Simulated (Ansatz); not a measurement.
Zinc-blende InAs, treated with LC-ωPBE in Ansatz (plane waves, PAW).

Total energies, extrapolated to zero smearing (they compare only within this program, potentials and cutoff; free atoms with spin allowed, lowest state found):

| system | energy (eV/atom) |
|---|---|
| zinc-blende InAs, relaxed | -5226.7935 |
| free In atom | -5593.5697 |
| free As atom | -4854.1774 |

**Question.** Work out the cohesive energy per atom.

**Answer.** E_coh = [1 × (-5593.5697) + 1 × (-4854.1774)]/2 − (-5226.7935) = 2.92 eV/atom. The reference value is 3.08 eV/atom (measured, static lattice: zero-point vibration energy added, our sources range from 3.08 to 3.25; as tabulated in Mejia-Rodriguez and Trickey (2018), arXiv:1807.09216), not set against a level without spin–orbit coupling.

Spin–orbit coupling is left out; its size isn't shown.

The PAW data were made under PBE.

Ansatz is a first-principles code.
